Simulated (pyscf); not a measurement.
HO–Ga(F)–F + ammonia (NH₃) -> water (H₂O) + H₂N–Ga(F)–F, a four-centre exchange (singlet surface; Ga–O, H–N broken, H–O, Ga–N formed). Single points on ωB97X-D3(BJ)/def2-SVP structures (PySCF, gas phase). Energies in eV from the separated reactants.

AM1 to PM7: differences of heats of formation from MOPAC, which are fitted to 298 K values and so differ in kind from electronic energies by zero-point and thermal terms. 

Task: In single points PM7 puts the saddle at -0.40 eV and the reaction energy at -0.22 eV. Should these be trusted to within a few kcal/mol? Compare with ωB97M-D3(BJ)/def2-TZVP.

Result: ωB97M-D3(BJ)/def2-TZVP gives ΔE‡ = -0.44 eV and ΔE = +0.12 eV. PM7 lies 0.04 eV over it in the barrier and 0.35 eV under it in the reaction energy, so on this step it does not hold to within 0.13 eV. ωB97M-D3(BJ)/def2-TZVP has limits of its own. On the reactant side the descent ends in an adduct with a Ga–N contact, 1.58 eV under the separated species and 1.07 eV under the saddle at ωB97X-D3(BJ)/def2-TZVP. On the product side the descent ends in an adduct with a Ga–O contact, 0.94 eV under the separated species and 0.33 eV under the saddle at ωB97X-D3(BJ)/def2-TZVP. At ωB97M-D3(BJ) the saddle lies under the separated reactants, which points to a path from their complex (located at ωB97X-D3(BJ) alone). At ωB97M-D3(BJ) the saddle lies under the separated products, which points to a path from their complex (located at ωB97X-D3(BJ) alone), and parting the products costs more than the saddle. What is counted as formed (Ga–N) is already present as a longer contact in the reactant adduct; forming that adduct is a step of its own. What is counted as broken (Ga–O) persists as a longer contact in the product adduct; parting that adduct is a step of its own. This is the saddle that the search found; another between the same sides may lie lower. In the def2 sets elements up to Kr have no core potential.
